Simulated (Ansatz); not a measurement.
# AlH4+ (triplet): from Hartree-Fock to the top rungs, cc-pVDZ

One table from this session's results is given with a row withheld; the runs are named, their logs left out.

The runs use Ansatz 0.2.0, Gaussian basis; cc-pVDZ, core rule «outside noble gas», up to 5 orbitals frozen.

The runs, in order: UHF; CCSD(T) on ROHF; CCSD(T) on UHF; BCCD(T) on ROHF; CISD; CCSDT(Q) on ROHF; CCSDT(Q) on UHF; CISDTQ; CCSDTQ on ROHF; CCSDTQ on UHF; Full CI.

8 further runs of the same task are left out: 5 for a known fault of the program, 3 set aside as unsound or not needed.

**The system**

The geometry is a PBE0/def2-TZVP stationary point (not a proven minimum) of the parent state, kept for this charge and spin.

5 atoms, charge 1, spin multiplicity 3.

Atoms are counted from 1 here; the program's logs count them from 0.

Bond lengths: Al1–H4 1.595 Å, Al1–H5 1.595 Å, H2–H3 0.766 Å. Angles: H4–Al1–H5 120.0°.

The first run:

File in.yaml:

```yaml
crystal:
  periodic: [false, false, false]
  atoms:
    - {symbol: Al, position_ang: [-0.059867, 0.000147, -0.132768]}
    - {symbol: H, position_ang: [0.448722, 0.001802, 1.985772]}
    - {symbol: H, position_ang: [-0.317066, -0.008906, 1.956389]}
    - {symbol: H, position_ang: [0.733301, 1.383310, -0.188797]}
    - {symbol: H, position_ang: [0.737612, -1.380129, -0.199290]}
basis:
  gaussian: {orbitals: cc-pVDZ}
total_charge: 1
magnetization: {spin_polarized: true, initial_magnetization: 2}
hamiltonian: {xc: hf}
output: {orbitals: {seedname: orbitals}}
```

Launch:

```sh
$ ansatz run in.yaml --threads 1 --pin off --events-out ev --progress --plain --max-ram 3956MiB --backend cpu
```

Steps of the session up to this table: UHF; CCSD(T) on ROHF; CCSD(T) on UHF; BCCD(T) on ROHF; CISD; CCSDT(Q) on ROHF; CCSDT(Q) on UHF; CISDTQ; CCSDTQ on ROHF; CCSDTQ on UHF; Full CI.

One table of the session follows, with a row left open; its other results are not shown here.

| method | from FCI (meV) |
| --- | --- |
| UHF | +2568.3 |
| RMP2 | +775.0 |
| UMP2 | +815.1 |
| CISD | +246.1 |
| RCCSD | +62.2 |
| UCCSD | +54.2 |
| RCCSD(T) | +16.4 |
| UCCSD(T) | +14.8 |
| BCCD(T) | +16.6 |
| RCCSDT | +0.2 |
| UCCSDT | -0.3 |
| CISDTQ | ? |
| RCCSDT(Q) | -0.6 |
| UCCSDT(Q) | -1.1 |
| RCCSDTQ | -0.9 |
| UCCSDTQ | -1.2 |
| FCI | 0 |

**Question.** Estimate the row for CISDTQ.

**Answer.** from FCI (meV): +2.1. In the column «from FCI (meV)» it lies between RCCSDT (+0.2) and UCCSD(T) (+14.8).

Caveats from the session: The report flags that the cluster equations may have other roots. Left out of the table: ROHF (another determinant or state than the rows shown). The program flags RCCSD(T), BCCD(T), RCCSDT(Q), RCCSDTQ as in doubt, so those rows may rest on another solution; read them beside their warnings. Levels on UHF freeze UHF's core orbitals, full CI those of ROHF, so the U rows can settle a little off it for that reason alone. Restricted and unrestricted rows rest on different reference determinants; where their highest levels disagree by more than a few hundredths of an eV, they describe different states and don't form one ladder.
